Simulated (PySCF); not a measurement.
tetrafluoromethane (CF4), SMILES C(F)(F)(F)F.

Geometry: B3LYP-D3(BJ)/def2-SVP.

The numbers are results of r2SCAN/def2-TZVPD run with PySCF, not measurements.

Symmetry labels are those of the subgroup D2 that the program uses (full group Td).

Computed valence orbital energies around the gap with their symmetry:
```tsv
orbital	symmetry	energy (eV)
HOMO−7	A	-12.82
HOMO−6	A	-12.82
HOMO−5	B1	-12.20
HOMO−4	B2	-12.20
HOMO−3	B3	-12.20
HOMO−2	B1	-10.96
HOMO−1	B2	-10.96
HOMO	B3	-10.96
LUMO	A	0.57
LUMO+1	B1	1.82
LUMO+2	B2	1.82
LUMO+3	B3	1.82
```
